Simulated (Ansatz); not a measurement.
Program: Ansatz. Geometries: PBE0-D4/def2-TZVP. ΔE: electronic, gas phase. CCSD(T)/CBS is the MP2 limit (def2-TZVPP, def2-QZVPP) plus CCSD(T) − MP2 in def2-TZVPP, frozen cores. This one scheme is used for every species. Functionals use def2-TZVPP. HSE06 is defined as in plane-wave codes. One conformer a species, not always the lowest.

Reaction (substitution at a C–C bond): `CC(N)C=O` + CH₃NH₂ → `CNC(C)N` + `C=O`

```
   species  HSE06-D4 energy (Eh)
`CC(N)C=O`            -248.29706
    CH₃NH₂             -95.77582
 `CNC(C)N`            -229.64347
     `C=O`            -114.41437
```

(1) Work out ΔE.

Largest T1 diagnostic among the species: 0.015.

Results:

(1) ΔE = (-229.64347) + (-114.41437) − (-248.29706) − (-95.77582) = 0.01504 Eh = +39.5 kJ/mol. CCSD(T)/CBS gives +36.6 kJ/mol.

Leaving LDA and LC-ωPBE aside and taking each functional with its dispersion term where it has one, the values, not all of them listed here, spread over 5.5 kJ/mol, from revPBE-D4 to r2SCAN0-D4. LDA lies −4.3 kJ/mol from PBE without D4. In def2-TZVPP, CCSD(T) changes the Hartree–Fock value by −6.8 kJ/mol (the triples alone add −1.0 kJ/mol) and MP2 by −5.7 kJ/mol.
